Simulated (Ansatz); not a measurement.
System: wurtzite MgTe. Method: PBE+SOC (plane waves, PAW; Ansatz, a quantum-chemistry and plane-wave program).

Numerical settings: plane-wave cutoff 520 eV, 12×12×6 k mesh (along the axes of the cell as run), Fermi–Dirac smearing 0.01 eV, PAW data made under PBE.

The cell is scaled about its equilibrium volume (c/a stays at 1.628):

Shape and atoms are relaxed at each volume.

```
V (Å³/atom)  P (GPa)  direct gap at Γ (eV)
-----------  -------  --------------------
33.126          1.50                 2.291
33.816          0.71                 2.198
34.506          0.00                 2.109
35.196         -0.64                 2.023
35.886         -1.22                 1.940
```

A straight line through the gaps at Γ against ln V gives a volume deformation potential dE_g(Γ)/d ln V of -4.4 eV: the gap at Γ widens under compression.

Note: the bulk modulus comes from volumes at which shape and atoms were relaxed.
